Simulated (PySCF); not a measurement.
# SiH4O (Si(OH)H3) at 6 levels

Aim: a comparison of 6 runs (PBE0/STO-6G, r2SCAN/STO-6G, BCCD(T)/STO-6G, CCSDTQ/STO-6G, CISD/STO-6G, FCI/STO-6G) of SiH4O (Si(OH)H3). Input form: a Python script.

The calculation is run with PySCF 2.14.0.

2 further runs of the same task are left out: 2 set aside as unsound or not needed.

**1. The structure to begin with**

SiH4O: 6 atoms, total charge 0, spin state singlet. SMILES: `[H][Si]([H])([H])O`. One bond was lengthened or shortened from a relaxed shape.

Bond lengths: Si1–O2 1.625 Å, O2–H3 1.143 Å, Si1–H4 1.464 Å, Si1–H5 1.464 Å, Si1–H6 1.453 Å. Angles: Si1–O2–H3 122.4°, O2–Si1–H4 110.3°, O2–Si1–H5 110.3°, O2–Si1–H6 101.4°, H4–Si1–H5 108.8°, H4–Si1–H6 112.9°, H5–Si1–H6 112.9°.

**2. A single-point energy at PBE0/STO-6G (run 1)**

File calc.py:

```python
from pyscf import gto, dft

mol = gto.M(
    atom='''
Si    -0.259456    -0.486631    -0.959826
O     -0.258700    -0.443054     2.111055
H      0.618545     1.173407     3.245151
H      2.335308    -0.482474    -1.921583
H     -1.583095     1.730679    -1.952461
H     -1.583511    -2.838773    -1.467255
''',
    basis='sto-6g',
    unit='bohr',
    charge=0,
    spin=0,
    max_memory=1860,
    verbose=4,
)

mf = dft.RKS(mol)
mf.xc = 'pbe0'
mf.conv_tol = 1e-10
mf.grids.level = 5
mf.kernel()
if not mf.converged:
    mf = mf.newton().run(mf.mo_coeff, mf.mo_occ)

energy = mf.e_tot
print(f'total energy: {energy:.8f} hartree')
```

Launch:

```console
OMP_NUM_THREADS=1 python calc.py
```

The log of the run:

```text
PySCF version 2.14.0

[... 69 lines left out ...]
converged SCF energy = -365.505333508971
total energy: -365.50533351 hartree
```

Run time: 3.6 s. Hardware: 1 thread of Arm Neoverse V1, shared host; peak memory 0.2 GiB.

**3. The energy at r2SCAN/STO-6G (run 2)**

File calc.py:

```python
from pyscf import gto, dft

mol = gto.Mole()
mol.atom = '''
Si  -0.137298  -0.257514  -0.507918
O   -0.136898  -0.234454   1.117122
H    0.327320   0.620940   1.717260
H    1.235792  -0.255314  -1.016858
H   -0.837738   0.915836  -1.033198
H   -0.837958  -1.502214  -0.776438
'''
mol.max_memory = 1860
mol.basis = 'sto-6g'
mol.spin = 0
mol.verbose = 4
mol.build()

mf = dft.RKS(mol, xc='r2scan')
mf.conv_tol = 1e-10
mf.grids.level = 5
mf.kernel()
if not mf.converged:
    mf = mf.newton().run(mf.mo_coeff, mf.mo_occ)

e_tot = mf.e_tot
print(f'total energy: {e_tot:.8f} hartree')
```

Launch:

```console
OMP_NUM_THREADS=1 python calc.py
```

The log of the run:

```text
PySCF version 2.14.0

[... 75 lines left out ...]
converged SCF energy = -365.660715908516
total energy: -365.66071591 hartree
```

Wall time 4.8 s (1 thread of Arm Neoverse V1, shared host); peak memory 0.2 GiB.

Runs 3 to 5 aren't shown in full; the table further down has their settings and results.

**4. A single-point energy at FCI/STO-6G (run 6)**

File calc.py:

```python
from pyscf import gto, scf, mcscf
from pyscf import fci

mol = gto.M(
    atom=[
    ('Si', (-0.137298, -0.257514, -0.507918)),
    ('O', (-0.136898, -0.234454, 1.117122)),
    ('H', (0.327320, 0.620940, 1.717260)),
    ('H', (1.235792, -0.255314, -1.016858)),
    ('H', (-0.837738, 0.915836, -1.033198)),
    ('H', (-0.837958, -1.502214, -0.776438)),
],
    verbose=3,
    basis='sto-6g',
    max_memory=1860,
)

mf = scf.RHF(mol)
mf.conv_tol = 1e-10
mf.kernel()
if not mf.converged:
    mf = mf.newton().run(mf.mo_coeff, mf.mo_occ)

cas = mcscf.CASCI(mf, mf.mo_coeff.shape[-1] - 6, (mol.nelec[0] - 6, mol.nelec[1] - 6))  # full CI above the frozen core
cas.fcisolver = fci.direct_spin0.FCI(mol)  # even spin states alone
cas.kernel()
print('<S^2> = %.4f' % cas.fcisolver.spin_square(cas.ci, cas.ncas, cas.nelecas)[0])
energy = cas.e_tot
print('E(%s) = %.9f' % ('FCI', energy))
```

Launch:

```console
OMP_NUM_THREADS=1 python calc.py
```

The log of the run:

```text
converged SCF energy = -364.747564371657
CASCI E = -364.862830655445  E(CI) = -42.3134617517892  S^2 = 0.0000000
<S^2> = 0.0000
E(FCI) = -364.862830655
```

Wall time 9 s (1 thread of Arm Neoverse V1, shared host); peak memory 0.25 GiB.

**5. All runs side by side**

```csv
run,level,integration grid,frozen core orbitals,energy (Eh),dipole moment (D) of the reference,HOMO energy (eV),LUMO energy (eV),wall time
1,PBE0/STO-6G,5,–,-365.505334,1.10,-4.10,6.02,3.6 s
2,r2SCAN/STO-6G,5,–,-365.660716,1.06,-2.62,4.78,4.8 s
3,BCCD(T)/STO-6G,–,6,-364.862415,–,–,–,1.4 s
4,CCSDTQ/STO-6G,–,6,-364.862836,1.29,-9.18,11.84,15 s
5,CISD/STO-6G,–,6,-364.855428,1.29,-9.18,11.84,1.1 s
6,FCI/STO-6G,–,6,-364.862831,1.29,-9.18,11.84,9 s
```

**6. Outcome**

| quantity | value |
| --- | --- |
| run 6: total energy | -364.86283 Eh |
| run 6: dipole moment (Hartree–Fock density) | 1.29 D |
| run 6: HOMO energy (Hartree–Fock orbitals) | -9.18 eV |
| run 6: LUMO energy (Hartree–Fock orbitals) | 11.84 eV |
| run 6: HOMO–LUMO gap (Hartree–Fock orbitals) | 21.02 eV |
| run 6: correlation energy (6 core orbitals frozen) | -115.3 mEh |

**Reading.** Against full CI in this basis: BCCD(T) +0.4 mEh; CCSDTQ -0.0 mEh; CISD +7.4 mEh. Totals of different functionals can't be ranked against each other. In runs 1, 2, 3, 4, 5, 6 the basis is minimal, so the values are rough. All runs together took 35 s, the longest 15 s.
